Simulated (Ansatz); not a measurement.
A structure relaxed at PBE-D4/def2-TZVP in Ansatz, charge 0, singlet:

```xyz
9

Si   -1.0967    0.7155   -0.3337
H    -1.7882    1.6487    0.6042
H    -1.7436    0.6576   -1.6779
Si   -0.1349   -1.2349    0.5319
H    -0.1942   -2.4821   -0.2864
H    -0.2418   -1.4961    1.9979
Si    1.2317    0.5191   -0.1990
H     2.0111    0.3414   -1.4598
H     1.9567    1.3309    0.8228
```

Q: Give its formula, name or SMILES and point group.

A: cyclo-(SiH2)3 (Si3H6). Point group D3h (tolerance 0.1 Å).

Q: Summarise the bond lengths by kind (pairs closer than 1.2 times the sum of covalent radii, bridged metal pairs left out).

A: 3 × Si–Si 2.34 Å; 6 × H–Si 1.49 Å.
